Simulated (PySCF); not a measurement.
O₂, SMILES O=O (connectivity only; charge and spin as stated), charge +1, multiplicity 2. Atoms are numbered in the order given.

```xyz
2

O      0.0000     0.0000    -0.5492
O      0.0000     0.0000     0.5492
```
Charge +1, spin multiplicity 2.

The structure is a stationary point at PBE0-D3(BJ)/def2-TZVPD.

All values below come from PySCF with PBE/def2-TZVPD.

Gas-phase values at a fixed geometry.

Computed frontier levels, dipole moment and polarisability:
| Property | Result |
|---|---|
| α spin, highest occupied and lowest empty level | -17.84 and -17.57 eV |
| β spin, highest occupied and lowest empty level | -25.13 and -17.11 eV |
| dipole moment about the centre of nuclear charge | 0.00 D |
| mean static polarisability | 6.5 bohr³ (0.96 Å³) |
| polarisability, principal values | 5.1, 5.1, 9.2 bohr³ |
| ⟨S²⟩ | 0.751 (pure state 0.75) |
